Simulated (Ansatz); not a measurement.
One stationary structure of BAs. These are PBE (plane waves to 420 eV, PAW, scalar-relativistic; Ansatz, a quantum-chemistry and plane-wave program) values and carry that method's errors.

```
CELL_PARAMETERS angstrom
      0.00000     2.40462     2.40462
      2.40462     0.00000     2.40462
      2.40462     2.40462     0.00000
ATOMIC_POSITIONS crystal
  B  0.00000 0.00000 0.00000
  As 0.75000 0.75000 0.75000
```

Q: Determine the symmetry and give the standard cell with its independent sites.

A: Space group F-43m (No. 216); a = b = c = 4.809 Å, α = β = γ = 90.00°

```
atom  site  symmetry       x       y       z
----  ----  --------  ------  ------  ------
B       4a      -43m  0.0000  0.0000  0.0000
As      4c      -43m  0.2500  0.2500  0.2500
```

This is the zinc blende type.

Q: Give the shortest distances between elements (the closest pairs, up to four, under 3.6 Å).

A: As–B 2.08 Å; As–As 3.40 Å; B–B 3.40 Å.

* **Volume per atom**: 13.90 Å³
* **Band gap**: 1.21 eV, indirect (valence top at Γ, conduction bottom at 82 % of the way from Γ to X) (no spin-orbit coupling)
* **Smallest direct gap**: 3.25 eV at Γ

No spin polarisation in the result.

Measured for BAs: a 4.777 Å (room temperature; as listed in M J Lucero, T M Henderson, G E Scuseria, Journal of Physics Condensed Matter (2012)); gap 1.82 eV (room temperature; as listed in Joon Sang Kang et al., Applied Physics Letters (2019)). Computed minus measured — a: PBE +0.7 %; gap: PBE -0.61 eV. The computed values are for a static lattice, and a measured gap can be an optical one, lowered by exciton binding.

It was reached from a disturbed copy of a P-6m2 (No. 187) cell (AFLOW prototype AB_hP2_187_d_a (B_h, as in WC)), against which it lies -1.12 eV/atom.
